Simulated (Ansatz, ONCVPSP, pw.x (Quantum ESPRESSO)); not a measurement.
What a changed setting does to a pw.x run (sc Te)

Potential: optimised norm-conserving Vanderbilt (ONCV), ONCVPSP 4.0.1.1 (patched build), PBEsol; core [Ar] 3d10, reference 4s2 4p6 4d10 5s2 5p2; waves: 4s+5s: rc 1.45 bohr, ncon 4, nbas 8, qcut 10.3 1/bohr, 2 projectors; 4p+5p: rc 1.35 bohr, ncon 3, nbas 8, qcut 9.6 1/bohr, 2 projectors; 4d: rc 1.45 bohr, ncon 4, nbas 8, qcut 10.2 1/bohr, 1 projector; local part: polynomial inside 0.90 bohr (lpopt 1, dvloc0 0 Ha); core correction: none.

The reference run (k-mesh 10³, cutoffs 110/440 Ry, Fermi–Dirac 0.01 Ry, mixing_beta 0.4, conv_thr 1e-9, no spin) gives -0.09 GPa at 31.431 Å³/atom, where all-electron LAPW gives -0.22 GPa. This run, with its own iteration cap, changes degauss to 0.02.

```
&control
  calculation='scf', prefix='x', pseudo_dir='./', outdir='./tmp', tstress=.true., disk_io='none'
/
&system
  ibrav=0, nat=1, ntyp=1, ecutwfc=110, ecutrho=440, nbnd=21,
  occupations='smearing', smearing='fd', degauss=0.02
/
&electrons
  conv_thr=1e-09, mixing_beta=0.4, electron_maxstep=60
/
ATOMIC_SPECIES
Te 1.0 Te.UPF
CELL_PARAMETERS angstrom
  3.15587214 0.00000000 0.00000000
  0.00000000 3.15587214 0.00000000
  0.00000000 0.00000000 3.15587214
ATOMIC_POSITIONS crystal
Te 0.0000 0.0000 0.0000
K_POINTS automatic
10 10 10 0 0 0
```

```bash
pw.x < Te.scf.in > Te.scf.out
```

How does the run end?

It converges in 9 iterations; the free energy moves by -51.1 meV/atom and the pressure by +0.30 GPa. In a metal, with Fermi–Dirac smearing, F lies below its zero-width value by a term in the square of the width.

```
Message from routine setup:
     using ibrav=0 with symmetry is DISCOURAGED, use correct ibrav instead
     lattice parameter (alat)  =       5.9637  a.u.
     unit-cell volume          =     212.1069 (a.u.)^3
     number of electrons       =        24.00
     number of Kohn-Sham states=           21
     kinetic-energy cutoff     =     110.0000  Ry
     charge density cutoff     =     440.0000  Ry
     scf convergence threshold =      1.0E-09
     Exchange-correlation= PBESOL
     number of k points=    56  Fermi-Dirac smearing, width (Ry)=  0.0200
     iteration #  1     ecut=   110.00 Ry     beta= 0.40
     total energy              =    -534.68896641 Ry
     estimated scf accuracy    <       6.55009954 Ry
     iteration #  2     ecut=   110.00 Ry     beta= 0.40
     total energy              =    -535.56660556 Ry
     estimated scf accuracy    <       0.25617725 Ry
     iteration #  3     ecut=   110.00 Ry     beta= 0.40
     total energy              =    -535.61088583 Ry
     estimated scf accuracy    <       0.01201263 Ry
     [... 3 iterations left out ...]
     iteration #  7     ecut=   110.00 Ry     beta= 0.40
     total energy              =    -535.61224566 Ry
     estimated scf accuracy    <       0.00000083 Ry
     iteration #  8     ecut=   110.00 Ry     beta= 0.40
     total energy              =    -535.61224583 Ry
     estimated scf accuracy    <          1.5E-09 Ry
     iteration #  9     ecut=   110.00 Ry     beta= 0.40
     the Fermi energy is    11.4842 ev
!    total energy              =    -535.61224583 Ry
     estimated scf accuracy    <          8.5E-11 Ry
     smearing contrib. (-TS)   =      -0.01015484 Ry
     The total energy is F=E-TS. E is the sum of the following terms:
     one-electron contribution =    -413.55222479 Ry
     hartree contribution      =     192.44384439 Ry
     xc contribution           =     -40.45678335 Ry
     ewald contribution        =    -274.03692724 Ry
     convergence has been achieved in   9 iterations
          total   stress  (Ry/bohr**3)                   (kbar)     P=        2.10
     Message from routine punch:
     Nothing written, as per user request (disk_io='none')
```

The run took about 84 s on one core of a shared host (Neoverse-N1, 64 threads, 124 GiB, load 52).
